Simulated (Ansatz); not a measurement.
One change: `OC1=CCC1` becomes `FC1=CCC1`.

Ansatz, PBE0-D4/def2-TZVP geometries, multiplicity 1. Each molecule was computed in one conformer, which needn't be the lowest.

| property | `OC1=CCC1` |
| --- | --- |
| HOMO energy (ωB97M-V/def2-TZVPP) / eV | -8.50 |
| LUMO energy (ωB97M-V/def2-TZVPP) / eV | 2.32 |
| HOMO–LUMO gap (B3LYP/def2-TZVPP) / eV | 6.60 |
| size of the dipole moment (ωB97M-V/def2-TZVPP) / D | 1.81 |
| size of the dipole moment (B3LYP/def2-TZVPP) / D | 1.80 |
| zero-point energy (PBE0-D4/def2-TZVP) / kJ/mol | 241.0 |

Problem. What does the change do to each property? (An estimate is asked.)

Solution. Computed: 
```json
{"property": "HOMO energy (ωB97M-V/def2-TZVPP) / eV", "`FC1=CCC1`": "-9.33", "shift": "-0.83"}
{"property": "LUMO energy (ωB97M-V/def2-TZVPP) / eV", "`FC1=CCC1`": "2.84", "shift": "0.52"}
{"property": "HOMO–LUMO gap (B3LYP/def2-TZVPP) / eV", "`FC1=CCC1`": "7.32", "shift": "0.72"}
{"property": "size of the dipole moment (ωB97M-V/def2-TZVPP) / D", "`FC1=CCC1`": "1.46", "shift": "-0.35"}
{"property": "size of the dipole moment (B3LYP/def2-TZVPP) / D", "`FC1=CCC1`": "1.48", "shift": "-0.32"}
{"property": "zero-point energy (PBE0-D4/def2-TZVP) / kJ/mol", "`FC1=CCC1`": "209.0", "shift": "-32.0"}
```

With PBE0 the HOMO falls by 0.81 eV and the LUMO falls by 0.22 eV, so the gap widens by about 0.59 eV. PBE moves the HOMO by -0.77 eV and ωB97M-V by -0.83 eV. The zero-point energy changes by -32.0 kJ/mol with -3 modes. Dipoles are sizes alone; their direction can turn.

Positive LUMOs are unbound, so they and the gaps depend on the basis.

B3LYP here is the variant with VWN-RPA as its local correlation; programs differ in this.
